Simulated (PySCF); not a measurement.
# C5H7N: the cost of one run

Programs: PySCF 2.14.0, with density-fitted response routines of our own. Each step states its level of theory. These are calculated values for one molecule in the gas phase, unless marked as measured. Atoms count from 0, in the outputs and in this text.

## 1. The molecule as given

13 atoms, charge 0, multiplicity 1; geometry from: MMFF94s. The atoms were then displaced at random by about 0.03 Å, so the start is not that level's minimum.

Bonds of the start (Å): C0–C1 1.27, C1–C2 1.43, C2–C3 1.50, C3–C4 1.42, C4–N5 1.30, C0–H6 1.04, C0–H7 1.15, C1–H8 1.05, C2–H9 1.08, C3–H10 1.06, C4–H11 1.06, N5–H12 0.98.

## 2. Geometry optimisation at PBE0-D3(BJ)/def2-SVP

Job settings and geometry (Å):

```
{"job": {"xc": "PBE0", "basis": "def2-SVP", "d3": "d3bj", "grid": 1, "shake": 0.03, "kind": "geom"}, "charge": 0, "multiplicity": 1}
C     -2.414120    -0.847070    -0.225460
C     -1.169740    -0.580910    -0.207340
C     -0.627600     0.646130     0.277640
C      0.833570     0.971910     0.378030
C      1.848040     0.085590    -0.056990
N      3.069450     0.507510     0.087960
H     -2.850680    -1.707320    -0.623710
H     -3.141360    -0.012190     0.094320
H     -0.509270    -1.341080    -0.508640
H     -1.280430     1.399100     0.685820
H      1.005890     1.919730     0.819540
H      1.640480    -0.882340    -0.424000
H      3.626390    -0.211150    -0.274970
```

Command:

```sh
$ OMP_NUM_THREADS=1 python probes_run.py task.json out
```

One launch serves the whole session: the jobs run in the order shown.

**Question.** How long does this first job take on 1 thread of Arm Neoverse V1, shared host, and how much memory does it need?

About 59 s, with a peak of 0.49 GiB.
